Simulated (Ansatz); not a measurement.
A run of Ansatz (development build ahead of 0.2.0) on doublet CH₃O at this shape:

| atom | x (Å) | y (Å) | z (Å) |
| --- | --- | --- | --- |
| C | -0.5686 | -0.2642 | -0.2236 |
| O | 0.6075 | 0.2912 | 0.1201 |
| H | 0.5008 | 0.6969 | 0.9652 |
| H | -0.5579 | -0.8155 | -1.1455 |
| H | -1.2849 | -0.5169 | 0.5557 |

Its results:

* Converged: yes
* Total energy: -114.32804 hartree
* Spin squared of the determinant: 0.760
* Stability test: minimum

Forces (eV/Å):
```json
{"atom": "C1", "Fx": "-0.425", "Fy": "0.058", "Fz": "-0.033"}
{"atom": "O2", "Fx": "-0.055", "Fy": "0.012", "Fz": "0.278"}
{"atom": "H3", "Fx": "0.267", "Fy": "0.123", "Fz": "0.016"}
{"atom": "H4", "Fx": "0.039", "Fy": "-0.170", "Fz": "-0.181"}
{"atom": "H5", "Fx": "0.175", "Fy": "-0.023", "Fz": "-0.079"}
```

Question: Which input gives this output? Name the method, the orbitals and the basis set, and write the input.

Answer: UHF in def2-SVP.

```yaml
crystal:
  periodic: [false, false, false]
  atoms:
    - { symbol: C, position_ang: [-0.56862, -0.26419, -0.22358] }
    - { symbol: O, position_ang: [0.60747, 0.29119, 0.12013] }
    - { symbol: H, position_ang: [0.50076, 0.6969, 0.96524] }
    - { symbol: H, position_ang: [-0.55787, -0.81547, -1.14547] }
    - { symbol: H, position_ang: [-1.28494, -0.51689, 0.55573] }
basis:
  gaussian: { orbitals: def2-SVP }
magnetization:
  spin_polarized: true
  initial_magnetization: 1
hamiltonian:
  xc: hf
output:
  forces: true
```
